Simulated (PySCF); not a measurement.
# C3H6O3 (dimethyl carbonate): the cost of one run

Computed with PySCF 2.14.0, with density-fitted response routines of our own, on a single molecule in the gas phase. Atoms count from 0, in the outputs and in this text.

## (1) The starting structure

12 atoms, charge 0, multiplicity 1; geometry from: MMFF94s.

Bonds of the start (Å): C0–O1 1.43, O1–C2 1.36, C2–O3 1.22, C2–O4 1.36, O4–C5 1.43, C0–H6 1.09, C0–H7 1.09, C0–H8 1.09, C5–H9 1.09, C5–H10 1.09, C5–H11 1.09.

## (2) Geometry optimisation at PBE0-D3(BJ)/def2-SVP

What the job is given:

```
{"job": {"xc": "PBE0", "basis": "def2-SVP", "d3": "d3bj", "grid": 1, "kind": "geom"}, "charge": 0, "multiplicity": 1}
C      2.329094     0.052078     0.138032
O      1.121560    -0.609411     0.508285
C      0.000072    -0.001965     0.046644
O     -0.037366     1.016698    -0.626980
O     -1.072676    -0.720681     0.461971
C     -2.324250    -0.183889     0.039820
H      2.355039     1.065308     0.551417
H      3.167293    -0.512439     0.555940
H      2.436993     0.074742    -0.951023
H     -3.117910    -0.831184     0.423245
H     -2.387944    -0.169874    -1.052855
H     -2.469905     0.820619     0.449634
```

On the command line:

```console
$ OMP_NUM_THREADS=1 python probes_run.py task.json out
```

One launch serves the whole session: the jobs run in the order shown.

Q: Estimate the wall time and peak memory of this first job on 1 thread of Intel Xeon 6975P-C, shared host.

About 21 s, with a peak of 0.46 GiB.
